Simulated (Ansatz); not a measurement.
# SiCCl (doublet): the correlation ladder, cc-pVTZ

The task here is to estimate one member of a computed series from the others.

Program: Ansatz 0.2.0, Gaussian basis. Level of theory: cc-pVTZ, core rule «outside noble gas», up to 11 orbitals frozen. These are calculated values, not measurements.

The runs, in order: UHF; CCSD(T) on ROHF; CCSD(T) on UHF; BCCD(T) on ROHF; CCSDT(Q) on ROHF; CCSDT(Q) on UHF; CASSCF and NEVPT2, 15 electrons in 12 orbitals.

7 further runs of the same task are left out: 2 for a known fault of the program, 5 set aside as unsound or not needed.

### What is computed

The geometry is a PBE0/def2-TZVP stationary point (not a proven minimum) of the parent state, kept for this charge and spin.

3 atoms, charge 0, spin multiplicity 2.

Atoms are counted from 1 here; the program's logs count them from 0.

Bond lengths: C1–Si2 1.858 Å, Si2–Cl3 2.076 Å. Angles: C1–Si2–Cl3 103.7°.

Set-up of the first run:

Contents of in.yaml:

```yaml
crystal:
  periodic: [false, false, false]
  atoms:
    - {symbol: C, position_ang: [0.000000, -0.896812, 1.818922]}
    - {symbol: Si, position_ang: [0.000000, 0.607235, 0.728623]}
    - {symbol: Cl, position_ang: [0.000000, -0.177225, -1.193419]}
basis:
  gaussian: {orbitals: cc-pVTZ}
magnetization: {spin_polarized: true, initial_magnetization: 1}
hamiltonian: {xc: hf}
output: {orbitals: {seedname: orbitals}}
```

On the command line:

```
> ansatz run in.yaml --threads 1 --pin off --events-out ev --progress --plain --max-ram 2816MiB --backend cpu
```

Steps of the session up to this table: UHF; CCSD(T) on ROHF; CCSD(T) on UHF; BCCD(T) on ROHF; CCSDT(Q) on ROHF; CCSDT(Q) on UHF; CASSCF and NEVPT2, 15 electrons in 12 orbitals.

One of the session's tables, all rows but one given; the rest of the session is left out.

It belongs to the step «Misses and costs». 

```
        method  from RCCSDT(Q) (meV)
           UHF              +11637.0
          RMP2                     ?
          UMP2               +2043.7
         RCCSD                +918.0
         UCCSD                +690.8
      RCCSD(T)                +162.8
      UCCSD(T)                +133.7
       BCCD(T)                +171.6
        RCCSDT                 +86.9
        UCCSDT                 -89.3
     RCCSDT(Q)                     0
     UCCSDT(Q)                -285.1
CASSCF valence               +9895.7
NEVPT2 valence               +2155.6
```

**Question.** Estimate the row for RMP2.

As computed: from RCCSDT(Q) (meV): +2297.7. In the column «from RCCSDT(Q) (meV)» it lies between NEVPT2 valence (+2155.6) and CASSCF valence (+9895.7).

Limits of these values: The determinant is far from a pure spin state, so its energy mixes those of several spin states (harmless only where they are near-degenerate, as at dissociation). Left out of the table: ROHF (another determinant or state than the rows shown). The program flags UCCSD(T), BCCD(T), UCCSDT(Q) as in doubt, so those rows may rest on another solution; read them beside their warnings. Warnings: spin contamination; coupled cluster took another determinant than the lowest; large T1 diagnostic. Restricted and unrestricted rows rest on different reference determinants; where their highest levels disagree by more than a few hundredths of an eV, they describe different states and don't form one ladder.
